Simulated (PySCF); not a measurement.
All values below come from PBE-D3(BJ)/def2-TZVP // r2SCAN-D4/def2-TZVP (PySCF). All species are isolated molecules in the gas phase. One relaxed conformer stands for a flexible species; it need not be the lowest. Delta-SCF ions had no search for a lower state. 

Reference species (SMILES): `N[Si](N)(N)N` (neutral, multiplicity 1).

```json
{
 "HOMO–LUMO gap": "5.26 eV",
 "vertical ionisation energy (Delta-SCF)": "8.09 eV",
 "HOMO": "-5.23 eV"
}
```

Changed species: `[SiH4]` (4 of 4 NH2 replaced by H; the reference has 0 of 4 NH2 replaced by H).

**Question.** Give the shifts of the HOMO–LUMO gap, vertical ionisation energy (Delta-SCF) and HOMO.

**Answer.** the HOMO–LUMO gap increases by 3.49 eV, to 8.75 eV; the vertical ionisation energy (Delta-SCF) rises by 4.05 eV, to 12.14 eV; the HOMO drops by 3.28 eV, to -8.51 eV.
